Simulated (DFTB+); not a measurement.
DFTB+ input (SCC-DFTB): The folder sk holds the Slater-Koster set scc that CP2K ships.

```
Geometry = xyzFormat {
5

C     -0.00000000     0.00000000    -0.00000000
H      0.62054657     0.62688914     0.63896175
H     -0.64285838    -0.62489528     0.61852983
H      0.63693263    -0.63278043    -0.61664082
H     -0.61462083     0.63078657    -0.64085076
}
Driver = GeometryOptimization {
  Optimizer = Rational {}
  MaxSteps = 500
  OutputPrefix = "geo_end"
  Convergence { GradElem = 1e-5 }
}
Hamiltonian = DFTB {
  SCC = Yes
  SCCTolerance = 1e-8
  MaxSCCIterations = 300
  Charge = 0
  SlaterKosterFiles = Type2FileNames {
    Prefix = "sk/"
    Separator = ""
    Suffix = ".spl"
    LowerCaseTypeName = Yes
  }
  MaxAngularMomentum {
    C = "p"
    H = "s"
  }
  Filling = Fermi { Temperature [K] = 0 }
}
ParserOptions { ParserVersion = 14 }
```

From the last part of the output:

```
    3       0.93192551
    4       0.93192551
    5       0.93192551

l-shell populations (up)
 Atom Sh.   l       Population
    1   1   0       1.28637521
    1   2   1       2.98592275
    2   1   0       0.93192551
    3   1   0       0.93192551
    4   1   0       0.93192551
    5   1   0       0.93192551

Orbital populations (up)
 Atom Sh.   l   m       Population  Label
    1   1   0   0       1.28637521  s
    1   2   1  -1       0.99530758  p_y
    1   2   1   0       0.99530758  p_z
    1   2   1   1       0.99530758  p_x
    2   1   0   0       0.93192551  s
    3   1   0   0       0.93192551  s
    4   1   0   0       0.93192551  s
    5   1   0   0       0.93192551  s

Fermi level:                         0.0110458646 H            0.3006 eV
Band energy:                        -3.1358337854 H          -85.3304 eV
TS:                                  0.0000000000 H            0.0000 eV
Band free energy (E-TS):            -3.1358337854 H          -85.3304 eV
Extrapolated E(0K):                 -3.1358337854 H          -85.3304 eV
Input / Output electrons (q):      8.0000000000      8.0000000000

Energy H0:                          -3.2410099328 H          -88.1924 eV
Energy SCC:                          0.0014682340 H            0.0400 eV
Total Electronic energy:            -3.2395416988 H          -88.1524 eV
Repulsive energy:                    0.0146116796 H            0.3976 eV
Total energy:                       -3.2249300192 H          -87.7548 eV
Extrapolated to 0:                  -3.2249300192 H          -87.7548 eV
Total Mermin free energy:           -3.2249300192 H          -87.7548 eV
Force related energy:               -3.2249300192 H          -87.7548 eV

Non-constrained calculation

SCC converged

Full geometry written in geo_end.{xyz|gen}

Dipole moment:   -0.00000000   -0.00000000   -0.00000000 au
Dipole moment:   -0.00000000   -0.00000000   -0.00000000 Debye

Geometry converged
```

The geometry given is a B3LYP-D3(BJ)/def2-TZVP minimum.
